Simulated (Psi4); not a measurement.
# P2 (diphosphorus) at CCSD(T)/def2-TZVPPD

What is the vertical electron affinity of P2 (diphosphorus) at CCSD(T)/def2-TZVPPD? 

Program for the calculation: Psi4 1.11.

1 further run of the same task is left out (it didn't finish).

## (1) Starting point

P2: 2 atoms, total charge 0, spin state singlet. As SMILES, `P#P`. Geometry: the measured bond length.

Bond lengths: P1–P2 1.893 Å.

## (2) The energy at CCSD(T)/def2-TZVPPD

calc.dat

```
memory 1.6 GB

molecule molecule1 {
  0 1
  P
  P 1 1.8934
  symmetry c1
  no_reorient
  no_com
}

set {
  basis def2-TZVPPD
  reference rhf
  puream true
  e_convergence 1e-09
  d_convergence 1e-08
  scf_type pk
  num_frozen_docc 10
}

energy("ccsd(t)")
```

Command:

```bash
$ psi4 calc.dat calc.out -n 1
```

calc.out (excerpt; [...] marks lines left out):

```text
[...]
  Running in c1 symmetry.
[...]
  Nuclear repulsion =   62.884162036944126
[...]
  Multiplicity = 1
[...]
  Nalpha       = 15
  Nbeta        = 15
[...]
    Number of basis functions: 96
[...]
   @RHF iter   1:  -681.47027372136210   -6.21151e-01   2.49005e-03 ADIIS/DIIS
[...]
   @RHF iter   9:  -681.48112336860731   -1.04592e-11   4.39404e-09 DIIS
[...]
    Orbital Energies [Eh]
    ---------------------
    Doubly Occupied:
       1A    -79.971799     2A    -79.971790     3A     -7.516478
       4A     -7.515771     5A     -5.408827     6A     -5.407533
       7A     -5.407533     8A     -5.407280     9A     -5.407280
      10A     -5.406440    11A     -0.900207    12A     -0.606628
      13A     -0.407900    14A     -0.370630    15A     -0.370630
[...]
  @RHF Final Energy:  -681.48112336860731
   => Energetics <=
    Nuclear Repulsion Energy =             62.8841620369441259
    One-Electron Energy =               -1068.5771208237460996
    Two-Electron Energy =                 324.2118354181946529
    Total Energy =                       -681.4811233686073138
[...]
 Multipole Moments:
 ------------------------------------------------------------------------------------
     Multipole            Electronic (a.u.)      Nuclear  (a.u.)        Total (a.u.)
 ------------------------------------------------------------------------------------
 L = 1.  Multiply by 2.5417464519 to convert [e a0] to [Debye]
 Dipole X            :         -0.0000000            0.0000000           -0.0000000
 Dipole Y            :          0.0000000            0.0000000            0.0000000
 Dipole Z            :          0.0000000            0.0000000            0.0000000
 Magnitude           :                                                    0.0000000
[...]
      * MP2 total energy                      = -681.761309403598261
[...]
      * CCSD total energy                     = -681.778030513452904
[...]
      * CCSD(T) total energy                  = -681.800021969826275
[...]
```

Wall time 30 s (1 thread of Intel Xeon Platinum 8259CL at 2.50GHz (Skylake/Cascade Lake), shared host); peak memory 0.89 GiB.

## (3) The doublet anion, same level

input.dat

```
memory 1.6 GB

molecule m {
  -1 2
  P
  P 1 1.8934
  symmetry c1
  no_reorient
  no_com
}

set globals {
  basis           def2-TZVPPD
  reference       uhf
  puream          true
  e_convergence   1e-09
  d_convergence   1e-08
  scf_type        pk
  num_frozen_docc 10
  maxiter         200
}

energy('ccsd(t)')
```

Command:

```bash
$ psi4 -i input.dat -o output.dat -n 1
```

output.dat (excerpt; [...] marks lines left out):

```text
[...]
  Running in c1 symmetry.
[...]
  Nuclear repulsion =   62.884162036944126
[...]
  Multiplicity = 2
[...]
  Nalpha       = 16
  Nbeta        = 15
[...]
    Number of basis functions: 96
[...]
   @UHF iter   1:  -681.43130391227430   -5.82181e-01   3.48249e-03 ADIIS/DIIS
[...]
   @UHF iter  12:  -681.48557085134394   -3.63798e-12   2.68920e-09 DIIS
[...]
   @S^2 Observed:                7.827974209E-01
[...]
    Orbital Energies [Eh]
    ---------------------
    Alpha Occupied:
       1A    -79.708481     2A    -79.708471     3A     -7.255572
       4A     -7.254921     5A     -5.153387     6A     -5.153185
       7A     -5.148231     8A     -5.146950     9A     -5.146694
      10A     -5.145842    11A     -0.666077    12A     -0.396908
      13A     -0.190302    14A     -0.177444    15A     -0.138686
      16A     -0.031015
    Alpha Virtual:
      17A      0.230194    18A      0.238386    19A      0.281113
      20A      0.345654    21A      0.357740    22A      0.358302
      23A      0.392324    24A      0.396137    25A      0.402735
[...]
  @UHF Final Energy:  -681.48557085134394
   => Energetics <=
    Nuclear Repulsion Energy =             62.8841620369441259
    One-Electron Energy =               -1076.1608402823217148
    Two-Electron Energy =                 331.7911073940335882
    Total Energy =                       -681.4855708513440504
  UHF NO Occupations:
  HONO-2 :   14  A 1.9970663
  HONO-1 :   15  A 1.9894279
[...]
 Multipole Moments:
 ------------------------------------------------------------------------------------
     Multipole            Electronic (a.u.)      Nuclear  (a.u.)        Total (a.u.)
 ------------------------------------------------------------------------------------
 L = 1.  Multiply by 2.5417464519 to convert [e a0] to [Debye]
 Dipole X            :         -0.0000000            0.0000000           -0.0000000
 Dipole Y            :          0.0000000            0.0000000            0.0000000
 Dipole Z            :         -0.0000000            0.0000000           -0.0000000
 Magnitude           :                                                    0.0000000
[...]
      * MP2 total energy                      = -681.765838193641684
[...]
      * CCSD total energy                     = -681.787749334155933
[...]
      * CCSD(T) total energy                     = -681.808357002925959
[...]
```

Wall time 85 s (1 thread of Intel Xeon Platinum 8259CL at 2.50GHz (Skylake/Cascade Lake), shared host); peak memory 0.86 GiB.

## (4) What came out

Level: CCSD(T)/def2-TZVPPD, 10 core orbitals frozen.

```
                                                                 quantity          value
                                                 singlet P2: total energy  -681.80002 Eh
                          singlet P2: HOMO energy (Hartree–Fock orbitals)      -10.09 eV
                          singlet P2: LUMO energy (Hartree–Fock orbitals)        0.54 eV
                        singlet P2: HOMO–LUMO gap (Hartree–Fock orbitals)       10.62 eV
                 singlet P2: correlation energy (10 core orbitals frozen)     -318.9 mEh
                                               singlet P2: (T) correction     -21.99 mEh
                                                singlet P2: T1 diagnostic          0.017
                                              doublet anion: total energy  -681.80836 Eh
doublet anion: HOMO energy (Hartree–Fock orbitals) (highest over α and β)       -0.84 eV
 doublet anion: LUMO energy (Hartree–Fock orbitals) (lowest over α and β)        6.26 eV
              doublet anion: correlation energy (10 core orbitals frozen)     -322.8 mEh
                                            doublet anion: (T) correction     -20.61 mEh
                         doublet anion: ⟨S²⟩ of the reference determinant          0.783
                                             doublet anion: T1 diagnostic          0.026
                        vertical electron affinity (to the doublet anion)       0.227 eV
```

What this shows: At fixed nuclei the extra electron is bound by 0.23 eV (5.2 kcal/mol). The triples (singlet P2) make up 6.9 % of the correlation energy. The triples (doublet anion) make up 6.4 % of the correlation energy.
